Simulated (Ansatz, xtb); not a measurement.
Ranking isomers of CH2AlB

5 gas-phase structures of CH2AlB, found in a search over its isomers (lower ones may exist). Each was relaxed with GFN2-xTB:

A. a singlet given by its coordinates
B. `B=[CH][Al]`, a singlet
C. `[B]1=[CH][AlH]1`, a singlet
D. a singlet given by its coordinates
E. `C=[B][Al]`, a singlet

A (Å):

```yaml
atoms:
  - { symbol: C, position_ang: [-1.1041, -0.9990, -2.8290] }
  - { symbol: Al, position_ang: [-0.1104, -0.6348, -1.3127] }
  - { symbol: B, position_ang: [-1.0247, 0.3371, -3.2704] }
  - { symbol: H, position_ang: [-1.1331, 1.3190, -3.8768] }
  - { symbol: H, position_ang: [0.7389, -0.4482, 0.0358] }
```

Close contacts (Å): C1–Al2 1.85, C1–B3 1.41, Al2–B3 2.37, Al2–H5 1.60, B3–H4 1.16.

D (Å):

```xyz
5

C    -0.7259   -0.6223   -2.5394
Al    0.1473   -0.3285   -0.9544
B    -1.2342    0.1026   -3.5877
H    -1.7430    0.4147   -4.5741
H     0.9137   -0.0177    0.4305
```

Close contacts (Å): C1–Al2 1.83, C1–B3 1.37, Al2–H5 1.61, B3–H4 1.15.

Problem. Which do you expect lowest at r2SCAN-D4/def2-SVP, and how would the others follow?

Solution. Calculated order at r2SCAN-D4/def2-SVP: B (0.000), A (0.745), D (0.968), C (0.972), E (1.171) eV. Less than 1 kcal/mol parts D and C, so the order within that pair means little.

Energies above the lowest of each column, in eV; the last columns are at B3LYP-D3(BJ)/6-311G** geometries and were run for some of them only (a dash: not run or not comparable):

```csv
structure,GFN2-xTB,HF/STO-3G,r2SCAN-D4/def2-SVP,B3LYP-D3(BJ)/6-311G**,CCSD(T)/def2-TZVPP
B,0.000,0.000,0.000,0.000,0.000
A,0.049,1.423,0.745,1.012,0.840
D,0.043,1.957,0.968,–,–
C,0.463,2.113,0.972,–,–
E,1.292,1.227,1.171,–,–
```

Every level run on B puts it lowest or level with the lowest. Some further structures that were screened fall inside this span and aren't listed. Frequencies (B3LYP-D3(BJ)/6-311G**) were run for A, B alone. Large T1 diagnostics make some coupled-cluster values less sure.

Over these structures GFN2-xTB departs from r2SCAN-D4/def2-SVP by 0.370 eV on average once a common shift is removed. A GFN2-xTB relaxation took about 0.11 s and the r2SCAN-D4/def2-SVP energy about 1.2 s on a shared host (Ansatz 0.2.0, xtb 6.7.1 (Pople sets with spherical d functions)).
